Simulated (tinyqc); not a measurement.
Inside a calculation. Method: CIS on RHF in the sto-6g basis, frozen core, for HF, spin multiplicity 1. One step of it, computed by the program tinyqc.

Problem. CIS matrix, triplets. A(ia,jb) = (e_a - e_i) d_ij d_ab - (ij|ab).

orbital energies (hartree): [-26.258448, -1.436502, -0.516654, -0.471450, -0.471450, 0.403564]

Two-electron integrals over orbitals (pq|rs), unique and non-zero (hartree); the lowest 1 orbital is frozen and left out:
```
(22|22) 0.871932    (32|22) -0.042875   (32|32) 0.141499    (33|22) 0.711035
(33|32) -0.021262   (33|33) 0.697903    (42|42) 0.188165    (43|42) -0.031003
(43|43) 0.037870    (44|22) 0.894197    (44|32) -0.069620   (44|33) 0.698094
(44|44) 0.998085    (52|52) 0.188165    (53|52) -0.031003   (53|53) 0.037870
(54|54) 0.053789    (55|22) 0.894197    (55|32) -0.069620   (55|33) 0.698094
(55|44) 0.890506    (55|55) 0.998085    (62|22) -0.097116   (62|32) -0.070861
(62|33) -0.025731   (62|44) -0.095071   (62|55) -0.095071   (62|62) 0.091687
(63|22) -0.222281   (63|32) 0.084819    (63|33) -0.101055   (63|44) -0.234520
(63|55) -0.234520   (63|62) 0.041899    (63|63) 0.219001    (64|42) -0.031579
(64|43) -0.020923   (64|64) 0.029306    (65|52) -0.031579   (65|53) -0.020923
(65|65) 0.029306    (66|22) 0.648776    (66|32) 0.052274    (66|33) 0.656511
(66|44) 0.629851    (66|55) 0.629851    (66|62) -0.057715   (66|63) -0.020877
(66|66) 0.688106
```

Give: CIS matrix A, triplet.

Solution.

CIS matrix A, triplet (hartree), order 2>6, 3>6, 4>6, 5>6:
```
[[1.191, -0.052, 0.000, 0.000],
 [-0.052, 0.264, 0.000, 0.000],
 [0.000, 0.000, 0.245, 0.000],
 [0.000, 0.000, 0.000, 0.245]]
```
